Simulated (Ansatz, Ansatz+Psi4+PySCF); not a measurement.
```yaml
atoms:
  - { symbol: C, position_ang: [0.0000, 0.0000, -0.7866] }
  - { symbol: C, position_ang: [0.0000, 0.5965, 0.4581] }
  - { symbol: C, position_ang: [0.0000, -0.5965, 0.4581] }
  - { symbol: H, position_ang: [0.8452, 0.0000, -1.3467] }
  - { symbol: H, position_ang: [-0.8452, 0.0000, -1.3467] }
  - { symbol: H, position_ang: [0.0000, 1.4625, 0.9581] }
  - { symbol: H, position_ang: [0.0000, -1.4625, 0.9581] }
```

Basis set: cc-pVTZ (spherical functions). Correlated methods keep 3 orbitals frozen. Charge 0, multiplicity 1.

Computed with Ansatz (development build ahead of 0.2.0); each method stands on the lowest determinant of its kind that the runs found. Restricted open shells among the atoms or ions are ROHF, correlated in semicanonical orbitals with singles.

Task: Give the atomization energy at this shape (free ground-state atoms in the same class of orbitals less the molecule, no zero-point energy) of singlet C₃H₄ by RHF-MP2, RHF.

Result:

| method | atomization energy |
| --- | --- |
| RHF-MP2 | 2697.1 kJ/mol |
| RHF | 2011.9 kJ/mol |

Caution: no unrestricted run beside it, a lower state can exist; the shape is not the minimum.
